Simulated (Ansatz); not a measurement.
**One shape, several levels: triplet CH8Si2**

We compute a comparison of 6 runs (UHF/def2-SVP, U-wB97M-V/def2-SVP, U-wB97X/def2-SVP, UCAM-B3LYP/def2-SVP, UMP2/def2-SVP, UCCSD/def2-SVP) of triplet CH8Si2. 

The results are computed with Ansatz 0.2.0.

56 further runs of the same task are left out: 56 set aside as unsound or not needed.

## Step 1: The structure to begin with

CH8Si2: 11 atoms, total charge 0, spin state triplet. As SMILES of the parent species, `[SiH3]C[SiH3]`. Geometry: relaxed at PBE0-D4/def2-TZVP. That shape belongs to the parent species and isn't relaxed for this state.

Bond lengths: Si1–C2 1.872 Å, C2–Si3 1.872 Å, Si1–H4 1.488 Å, Si1–H5 1.487 Å, Si1–H6 1.487 Å, C2–H7 1.095 Å, C2–H8 1.095 Å, Si3–H9 1.487 Å, Si3–H10 1.487 Å, Si3–H11 1.488 Å. Some angles: Si1–C2–Si3 114.4°, Si1–C2–H7 108.8°, Si1–C2–H8 108.8°, Si3–C2–H7 108.8°, Si3–C2–H8 108.8°, C2–Si1–H4 111.1°, C2–Si1–H5 110.2°, C2–Si1–H6 110.2°, C2–Si3–H9 110.2°, C2–Si3–H10 110.2°.

## Step 2: A single-point energy at UHF/def2-SVP (run 1)

The input, molecule.yaml:

```yaml
crystal:
  periodic: [false, false, false]
  atoms:
    - {symbol: Si, position_ang: [-1.158980, 1.034720, -0.344660]}
    - {symbol: C, position_ang: [-0.286340, -0.621440, -0.365590]}
    - {symbol: Si, position_ang: [1.335180, -0.652340, 0.569590]}
    - {symbol: H, position_ang: [-2.435800, 0.976800, -1.106490]}
    - {symbol: H, position_ang: [-0.293510, 2.078920, -0.955560]}
    - {symbol: H, position_ang: [-1.463790, 1.436810, 1.054620]}
    - {symbol: H, position_ang: [-0.954100, -1.377620, 0.060730]}
    - {symbol: H, position_ang: [-0.099440, -0.908830, -1.405770]}
    - {symbol: H, position_ang: [1.110650, -0.304370, 1.998260]}
    - {symbol: H, position_ang: [2.282060, 0.336720, -0.011600]}
    - {symbol: H, position_ang: [1.964060, -1.999380, 0.506460]}
basis:
  gaussian:
    orbitals: def2-SVP
magnetization:
  spin_polarized: true
  initial_magnetization: 2
hamiltonian:
  xc: hf
accuracy: high
output:
  orbitals: {seedname: orbitals}
```

Run with:

```sh
$ ansatz run molecule.yaml --threads 1 --pin off --max-ram 3480MiB --events-out events.jsonl --progress --plain --runs-dir runs
```

Output, shortened:

```text
Warning: RAYON_NUM_THREADS=1 ignored (pool sized by the plan → 1); use --threads N
Functional definition: HF
  name "HF"
[...]
2074 factors; integrals over basis functions are off by at most 3.9e-9 eV
[...]
mean field -16867.37053762 eV, -619.8644341430 hartree, gradient 8.2e-8 eV, S^2 2.017522; 5 other end points of the search recorded, 0 dependent functions left out
reference -16867.37053762 eV, -619.8644341430 hartree; 22, 20 occupied and 68, 70 virtual orbitals, 2074 factors
Total energy: -16867.37053762 eV, -619.8644341430 hartree
```

It took 9.3 s on 1 thread of AMD EPYC 9R45 (Zen 5), shared host; peak memory 0.36 GiB.

## Step 3: A single-point energy at U-wB97M-V/def2-SVP (run 2)

molecule.yaml, as its differences from that of step 2:

```diff
@@ -21,3 +21,3 @@
 hamiltonian:
-  xc: hf
+  xc: {name: wB97M-V}
 accuracy: high
```

Run with:

```sh
$ ansatz run molecule.yaml --threads 1 --pin off --max-ram 3480MiB --events-out events.jsonl --progress --plain --runs-dir runs
```

Output, shortened:

```text
Warning: RAYON_NUM_THREADS=1 ignored (pool sized by the plan → 1); use --threads N
Functional definition: wB97M-V
  name "wB97M-V"
[...]
  gx(w, u) = 1 - cx + cx01*u + cx10*w
  gss(w, u) = css00 + css04*u^4 + css10*w + css20*w^2 + css43*w^4*u^3
  gos(w, u) = cos00 + cos10*w + (cos20 + cos21*u)*w^2 + (cos60 + cos61*u)*w^6
[...]
      + integral(e_c_pw_mod_opposite_spin*gos(b97_w_opposite, b97_u_opposite)) + vv10(b, c)
2074 factors; integrals over basis functions are off by at most 3.9e-9 eV
413 factors; integrals over basis functions are off by at most 2.2e-9 eV
[...]
mean field -16906.00454827 eV, -621.2842078474 hartree, gradient 7.8e-8 eV, S^2 2.006278; 6 other end points of the search recorded, 0 dependent functions left out
reference -16906.00455318 eV, -621.2842080279 hartree; 22, 20 occupied and 68, 70 virtual orbitals, 2074 factors
Total energy: -16906.00455318 eV, -621.2842080279 hartree
```

Run time: 98 s. Hardware: 1 thread of AMD EPYC 9R45 (Zen 5), shared host; peak memory 1.1 GiB.

Runs 3 to 4 aren't shown in full; the table further down has their settings and results.

## Step 4: A single-point energy at UMP2/def2-SVP (run 5)

The input, input.yaml:

```yaml
crystal:
  periodic: [false, false, false]
  atoms:
    - symbol: Si
      position_ang: [-1.158980, 1.034720, -0.344660]
    - symbol: C
      position_ang: [-0.286340, -0.621440, -0.365590]
    - symbol: Si
      position_ang: [1.335180, -0.652340, 0.569590]
    - symbol: H
      position_ang: [-2.435800, 0.976800, -1.106490]
    - symbol: H
      position_ang: [-0.293510, 2.078920, -0.955560]
    - symbol: H
      position_ang: [-1.463790, 1.436810, 1.054620]
    - symbol: H
      position_ang: [-0.954100, -1.377620, 0.060730]
    - symbol: H
      position_ang: [-0.099440, -0.908830, -1.405770]
    - symbol: H
      position_ang: [1.110650, -0.304370, 1.998260]
    - symbol: H
      position_ang: [2.282060, 0.336720, -0.011600]
    - symbol: H
      position_ang: [1.964060, -1.999380, 0.506460]
basis:
  gaussian:
    orbitals: def2-SVP
magnetization:
  spin_polarized: true
  initial_magnetization: 2
correlation:
  method: mp2
  frozen_orbitals: {C: 1, H: 0, Si: 5}
accuracy: high
```

Run with:

```sh
$ ansatz run input.yaml --threads 1 --pin off --max-ram 3480MiB --events-out events.jsonl --progress --plain --runs-dir runs
```

Output, shortened:

```text
Warning: RAYON_NUM_THREADS=1 ignored (pool sized by the plan → 1); use --threads N
[... 2 set-up lines as earlier in the session ...]
[...]
2074 factors; integrals over basis functions are off by at most 3.9e-9 eV
[...]
mean field -16867.37053762 eV, -619.8644341430 hartree, gradient 2.6e-8 eV, S^2 2.017522; 24 other end points of the search recorded, 0 dependent functions left out
11 core orbitals not correlated: weight in the atoms' cores, before any rotation towards them, 1.000 or more for the frozen orbitals, at most 0.000 for the correlated occupied ones
reference -16867.37053762 eV, -619.8644341430 hartree; 11, 9 occupied and 68, 70 virtual orbitals, 2074 factors
second order -9.63301568 eV of doubles, -0.00000000 eV of singles
Total energy: -16877.00355330 eV, -620.2184409397 hartree
```

It took 14 s on 1 thread of AMD EPYC 9R45 (Zen 5), shared host; peak memory 0.35 GiB.

## Step 5: A single-point energy at UCCSD/def2-SVP (run 6)

molecule.yaml, as its differences from that of step 3:

```diff
@@ -20,6 +20,7 @@
   initial_magnetization: 2
-hamiltonian:
-  xc: {name: wB97M-V}
 accuracy: high
-output:
-  orbitals: {seedname: orbitals}
+scf:
+  omitted_lower_state_checks: [cluster_reference, increment]
+correlation:
+  method: ccsd
+  frozen_orbitals: {C: 1, H: 0, Si: 5}
```

Run with:

```sh
$ ansatz run molecule.yaml --threads 1 --pin off --max-ram 3480MiB --events-out events.jsonl --progress --plain --runs-dir runs
```

Output:

```text
Warning: RAYON_NUM_THREADS=1 ignored (pool sized by the plan → 1); use --threads N
[... 20 lines left out ...]
11 core orbitals not correlated: weight in the atoms' cores, before any rotation towards them, 1.000 or more for the frozen orbitals, at most 0.000 for the correlated occupied ones
[... 47 lines left out ...]
Total energy: -16878.81674120 eV, -620.2850743663 hartree
Checks for a lower state left out: cluster_reference, increment
```

Wall time 36 s (1 thread of AMD EPYC 9R45 (Zen 5), shared host); peak memory 0.97 GiB.

## Step 6: All runs side by side

```csv
run,level,frozen core orbitals,energy (Eh),HOMO energy (eV),⟨S²⟩,wall time
1,UHF/def2-SVP,–,-619.864434,-2.16,2.018,9.3 s
2,U-wB97M-V/def2-SVP,–,-621.284208,-2.73,2.006,98 s
3,U-wB97X/def2-SVP,–,-621.352826,-2.68,2.009,57 s
4,UCAM-B3LYP/def2-SVP,–,-621.360591,-2.06,2.008,14 s
5,UMP2/def2-SVP,11,-620.218441,–,2.018,14 s
6,UCCSD/def2-SVP,11,-620.285074,–,2.018,36 s
```

## Step 7: Summary of results

```
                                           quantity          value
                                run 6: total energy  -620.28507 Eh
run 6: correlation energy (11 core orbitals frozen)     -420.6 mEh
           run 6: ⟨S²⟩ of the reference determinant          2.018
                               run 6: T1 diagnostic          0.040
```

**Reading.** Below the UHF energy at the same shape and in the same basis (def2-SVP): UMP2 -354.0 mEh; UCCSD -420.6 mEh. Totals of different functionals can't be ranked against each other. All runs together took 3.8 min, the longest 98 s.
